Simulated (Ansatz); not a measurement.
CH₅FSi⁺, that is SiH2MeF with one electron fewer. Total charge 1; doublet. Geometry PBE-D4/def2-TZVP, that of the neutral singlet; atoms count from 1.

Cartesian coordinates in Å:
```
Si -0.330 0.797 -0.139
H 0.336 1.495 -1.281
H -0.269 1.658 1.082
C 0.419 -0.882 0.168
H 1.491 -0.783 0.398
H 0.318 -1.524 -0.719
H -0.068 -1.383 1.017
F -1.896 0.622 -0.527
```

(1) Estimate the Mulliken populations from the PBE0/def2-TZVP orbitals of Ansatz.

(2) Where does the spin sit?

(3) And the Mayer bond orders between heavy atoms (over 0.3)?

Answers

(1) 
```json
{"atom": "Si1", "charge (e)": "0.53", "spin (α − β)": "0.16"}
{"atom": "H2", "charge (e)": "0.13", "spin (α − β)": "0.09"}
{"atom": "H3", "charge (e)": "0.13", "spin (α − β)": "0.10"}
{"atom": "C4", "charge (e)": "-0.35", "spin (α − β)": "0.50"}
{"atom": "H5", "charge (e)": "0.24", "spin (α − β)": "0.00"}
{"atom": "H6", "charge (e)": "0.25", "spin (α − β)": "0.01"}
{"atom": "H7", "charge (e)": "0.25", "spin (α − β)": "0.01"}
{"atom": "F8", "charge (e)": "-0.18", "spin (α − β)": "0.12"}
```
Mulliken values depend strongly on the basis.

(2) Summed by element: Si 0.16, H 0.21, C 0.50, F 0.12, of 1 unpaired in all. Largest on single atoms: C4 0.50, Si1 0.16, F8 0.12.

(3) Si1–C4 0.77 (1.86 Å); Si1–F8 1.21 (1.62 Å).
